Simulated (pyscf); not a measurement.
Optimised with ωB97X-D3(BJ)/def2-SVP in PySCF.

### Question
For H₂N–SiH•–NH₂ (SMILES N[SiH]N) + HCl (SMILES Cl) → H₂N–SiH(NH₂)–Cl (SMILES N[SiH](N)Cl) + H• (SMILES [H]), an atom transfer (doublet surface; Cl–H broken, Cl–Si formed), PBE/def2-TZVP gives ΔE‡ = 0.18 eV and ΔE = -0.43 eV (zero: the separated reactants). In which direction and how far do r²SCAN/def2-TZVP, PBE0-D3(BJ)/def2-TZVP, ωB97M-D3(BJ)/def2-TZVP move these?

### Answer
r²SCAN: ΔE‡ = 0.23 eV, ΔE = -0.50 eV; PBE0-D3(BJ): ΔE‡ = 0.29 eV, ΔE = -0.57 eV; ωB97M-D3(BJ): ΔE‡ = 0.46 eV, ΔE = -0.64 eV. PBE's barrier lies under all of them, by 0.05 to 0.28 eV. Its reaction energy lies over all of them, by 0.07 to 0.21 eV. On the reactant side the descent ends in a complex (not fully relaxed), 0.28 eV under the separated species and 0.73 eV under the saddle at ωB97X-D3(BJ)/def2-TZVP. This is the saddle that the search found; another between the same sides may lie lower. The angle at the transferred Cl is 174°.
